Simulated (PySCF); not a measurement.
These are PBE-D3(BJ)/def2-TZVP // PBE0-D3(BJ)/def2-SVP (PySCF) values and carry that method's errors. All species are isolated molecules in the gas phase. 

Reference species (SMILES): `S` (neutral, multiplicity 1).

The dipole moment is 1.13 D and the HOMO is -6.19 eV.

Changed species: `CN(C)C` (free base N(CH3)3; the reference has free base H2S).

### Question
Give the shifts of the dipole moment and HOMO.

### Answer
the dipole moment falls by 0.82 D, to 0.31 D; the HOMO rises by 1.45 eV, to -4.74 eV.
